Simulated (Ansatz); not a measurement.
Geometry optimisation, RHF/def2-mTZVP in Ansatz 0.2.0.

Input file:

```yaml
crystal:
  periodic: [false, false, false]
  atoms:
    - { symbol: Si, position_ang: [0.0, 0.0, 0.0] }
    - { symbol: H, position_ang: [0.9994, 0.0, 1.3254] }
    - { symbol: H, position_ang: [1.5827, 0.0, 0.5009] }
    - { symbol: O, position_ang: [-0.7913, 1.3709, -0.5594] }
    - { symbol: Si, position_ang: [-2.4002, 1.4263, -1.0396] }
    - { symbol: H, position_ang: [-3.2124, 0.6421, -0.1138] }
    - { symbol: H, position_ang: [-2.862, 2.8114, -1.0378] }
    - { symbol: H, position_ang: [-2.5267, 0.8736, -2.385] }
    - { symbol: H, position_ang: [-0.6877, -1.1914, -0.4862] }
basis:
  gaussian: { orbitals: def2-mTZVP }
hamiltonian:
  xc: hf
relax:
  f_tol: 0.15
  max_steps: 25
  restrain:
    - { distance: [1, 2], at: 0.66, k: 30.0 }
    - { distance: [0, 1], at: 2.66, k: 30.0 }
    - { distance: [0, 2], at: 2.66, k: 30.0 }
```

Command:

```bash
$ ansatz run input.yaml --threads 2 --pin off --max-ram 3072MiB --backend cpu --events-out ev --progress --plain --runs-dir out
```

Task: Where does it end, and by what steps?

Result: The forces met the threshold. The restraints hold the end off the free minimum. After 14 steps the energy has fallen by 2.766 eV (the restraints' own energy left out); Si1 moved furthest, 1.29 Å. Joined: H2–H3 (1.01 → 0.70 Å).

| step | energy less start (eV) | largest force component (eV/Å) | accepted |
| --- | --- | --- | --- |
| 0 | 0.0000 | 4.293 | yes |
| 1 | 1.5577 | 5.422 | yes |
| 2 | 1.9176 | 5.440 | yes |
| 3 | 1.0223 | 7.634 | yes |
| 4 | -0.8693 | 4.667 | yes |
| 5 | -1.9929 | 1.287 | yes |
| 6 | -2.2545 | 1.731 | yes |
| 7 | -2.3534 | 1.172 | yes |
| 8 | -2.4836 | 1.157 | yes |
| 9 | -2.5732 | 1.184 | yes |
| 10 | -2.6680 | 1.088 | yes |
| 11 | -2.7262 | 1.040 | yes |
| 12 | -2.7527 | 1.048 | yes |
| 13 | -2.7509 | 1.043 | yes |
| 14 | -2.7660 | 0.928 | yes |

```xyz
9
Properties=species:S:1:pos:R:3
Si 0.388 -0.167 -1.216
H 0.561 0.040 1.434
H 1.085 0.481 1.271
O -0.796 0.957 -1.314
Si -2.341 1.369 -0.955
H -2.813 0.628 0.231
H -2.389 2.813 -0.675
H -3.210 1.063 -2.105
H -0.383 -1.251 -0.466
```

Run time: 9.9 s on 2 threads of Arm Neoverse V2, with other jobs on the host, peak memory 0.15 GiB.
